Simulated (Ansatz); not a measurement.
Results of PBEsol in Ansatz (plane waves, PAW) for bcc Cs.

A relaxed, unreconstructed slab of the (310) face has 10 atoms, two equal faces of 56.991 Å² each and an energy of -55857.3590 eV. A bulk cell of 10 atoms with the same orientation and in-plane k mesh has -55857.9501 eV. Energies are extrapolated to zero smearing.

Numerical settings: plane-wave cutoff 500 eV, 10×10×1 k mesh (along the axes of the cell as run), Fermi–Dirac smearing 0.1 eV, scalar-relativistic PAW data made under PBE.

Worked out: γ = (E_slab − N E_bulk per atom)/2A = [-55857.3590 − 10 × (-55857.9501/10)]/(2 × 56.991) = 0.0052 eV/Å². With 16.022 J/m² per eV/Å² this is 0.08 J/m², or 0.30 eV per surface cell and face.

Note: the run warned of electron density left in the vacuum.

Ansatz is an electronic-structure program.
